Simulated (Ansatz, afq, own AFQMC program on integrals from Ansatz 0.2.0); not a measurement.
C2H4FNSi, singlet in def2-SVP, levels against AFQMC with the constraint released

```json
{"atom": "C", "x (Å)": "-0.7232", "y (Å)": "-1.0217", "z (Å)": "-0.1389"}
{"atom": "Si", "x (Å)": "0.6388", "y (Å)": "0.1257", "z (Å)": "0.3593"}
{"atom": "F", "x (Å)": "2.0432", "y (Å)": "-0.3357", "z (Å)": "-0.3060"}
{"atom": "C", "x (Å)": "0.2841", "y (Å)": "1.8270", "z (Å)": "-0.3091"}
{"atom": "N", "x (Å)": "0.0316", "y (Å)": "2.8814", "z (Å)": "-0.7201"}
{"atom": "H", "x (Å)": "-0.5248", "y (Å)": "-2.0401", "z (Å)": "0.2285"}
{"atom": "H", "x (Å)": "-1.6829", "y (Å)": "-0.6824", "z (Å)": "0.2814"}
{"atom": "H", "x (Å)": "-0.8178", "y (Å)": "-1.0566", "z (Å)": "-1.2346"}
{"atom": "H", "x (Å)": "0.8397", "y (Å)": "0.2562", "z (Å)": "1.8223"}
```

Basis def2-SVP. Only valence electrons are correlated. Ansatz 0.2.0 and our own AFQMC program on the same integrals; the CISD trial comes from CCSD amplitudes, and released means the phaseless constraint is let go. Error bars are statistical, one sigma.

Determinant: RHF, the one that the program's search chose, which needn't be the lowest solution. The geometry is a PBE0/def2-SVP stationary point of this or a neighbouring charge and spin state.

No full CI on the walks' own integrals is used here. The released AFQMC energy serves as the reference, which it does only where one determinant dominates, the energy is flat over the last release times and near the phaseless one (40 meV or 2 meV an electron, half that with transition metals). On small molecules, where full CI could be run and the noise was under 10 meV, such values lay within 10 meV of it in 19 cases of 20, a flattering rate, since the rule was set on those same cases; what remains of the bias isn't in the error bar.

Cautions: the released value is read at 0.90 1/Eh with a noise of 12 meV, more than in the cases checked (meV from the phaseless value at times in 1/Eh: 4 ± 10 at 0.21, -6 ± 9 at 0.42, -5 ± 10 at 0.63, 0 ± 12 at 0.90).

The T1 diagnostic is 0.0121, the weight of the determinant in the CISD state is 0.786 and the size of the correlated space is 28 electrons in 85 orbitals.

Reference: AFQMC with the constraint released, correlation energy -20.636 ± 0.012 eV.

```tsv
level	E − E(reference) (kJ/mol)	share of correlation (%)
HF	1991.1 ± 1.2	0.00
MP2	152.7 ± 1.2	92.33
CCSD	67.6 ± 1.2	96.60
CCSD(T)	8.7 ± 1.2	99.57
ph-AFQMC/CISD	0.0 ± 1.7	100.00
```

Released energies are given only where the last usable release times agree within the noise; a slower fall can still hide under it.
